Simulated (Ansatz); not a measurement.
Lanthanum, dhcp: convergence with the plane-wave cutoff

Computed with Ansatz, r²SCAN, scalar-relativistic PAW, on the relaxed cell (a = 3.787 Å, c = 12.062 Å (c/a = 3.185); spin not included). Errors count from a run at 500 eV on a Γ-centred 13×13×4 mesh with Fermi-Dirac smearing of 0.1 eV, extrapolated to zero width. Fixed here: mesh 10×10×3, Fermi-Dirac width 0.1 eV. The pressure holds a Pulay correction and is unreliable far below the recommended cutoff. The SCF starts from atomic densities corrected by a trained network.

```tsv
cutoff (eV)	E(σ→0) error (meV/atom)	P (GPa)	SCF iterations
150	2653.2	1.83	8
200	1038.9	0.34	8
250	285.8	-0.05	8
300	53.3	0.00	8
350	5.7	0.03	7
420	0.7	0.01	7
500	-1.1	0.01	8
600	-2.0	0.00	7
800	-3.0	0.01	8
```

Within 5 meV/atom of the last row: from 420 eV on.
